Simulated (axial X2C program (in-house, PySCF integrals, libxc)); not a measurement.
**FAlF⁻: properties at the nuclei**

Computed with an in-house all-electron X2C program for linear molecules (integrals from PySCF): two-component X2C with atomic mean-field Coulomb and Gaunt terms, Gaussian nuclei, basis F dyall-av3z, Al dyall-v3z with contracted cores.

F–Al–F held linear, with bonds 1.755 and 1.755 Å (near the PBE0 minimum at charge -1 of the determinant lowest at the starting distance; the state shown can have its own minimum elsewhere, held linear; other orders of the atoms were not compared).

Input and command:
```json
{"zs": [9, 13, 9], "q": -1, "bas": ["dyall-av3z", "dyall-v3z", "dyall-av3z"], "r0": [1.9, 1.9], "symm": 1, "scan": ["PBE0", "HF", "BHandHLYP"], "levels": ["PBE0", "HF", "r2SCAN"], "nst": 2}
```
```bash
python solin.py task.json out
```

Keys: zs atomic numbers; q charge; bas basis sets; r0 starting distance in Å; symm equal bonds; scan levels of the two-bond scan; levels methods; nst determinants followed.

Determinant lowest in the PBE0 search, Ω = 0 (closed shell), highest spinor 50% Al s, 18% F p, 17% F s:

| level | qzz F (a.u.) | qzz Al (a.u.) |
| --- | --- | --- |
| PBE0 | 0.12 | -0.98 |
| HF | 0.20 | -1.01 |
| r2SCAN | 0.08 | -0.96 |

Determinant 1.47 eV from it at PBE0 and this distance, Ω = 2 (⟨Sz⟩ = 1.00, ⟨Lz⟩ = 1.00 at PBE0), spin on the atoms F -0.15, Al 1.29, F -0.15:

```csv
level,A∥/gI F (MHz),qzz F (a.u.),A∥/gI Al (MHz),qzz Al (a.u.)
PBE0,72.9,0.76,320,-0.68
HF,75.7,0.73,333,-0.74
r2SCAN,75.5,0.71,326,-0.67
```

A∥ (defined per Ω) follows by multiplying with gI = μI/(I μN); qzz is the electric field gradient, eQq0 = 234.96 MHz × Q/barn × qzz. The operators were transformed with the bare-nucleus X2C matrices; with these basis sets, hyperfine constants and field gradients can be off by tens of per cent, and where levels differ in sign neither size nor sign is settled.

(1) With Q(27Al) = 0.1466 barn (Q from Pyykkö, Mol. Phys. 2018), turn the PBE0 values of the first state into constants in MHz.

The molecule was held linear; bending was not examined, so a bent shape may lie lower.

Each state is one determinant with collinear spin, which with several unpaired electrons need not be a pure state. Unrestricted Hartree–Fock can overshoot spin polarisation at the nuclei. For an anion, determinants above electron detachment, or with a positive highest level, are held by the basis set. With several open shells hyperfine constants can be off by a factor of several. Open-shell Ω = 0 determinants with evenly filled partner blocks cannot be reached by this program, so the Ω shown need not be the lowest component. The search compared states at one distance, so a state with another bond length can lie lower. Where a field gradient or hyperfine factor spreads by more than a factor of two over the levels, a constant derived from it is not to be relied on. PBE0 term energies can be off by some tenths of an eV.

Answers

(1) eQq0(27Al) = 234.96 × (0.1466) × (-0.98) = -33.8 MHz.
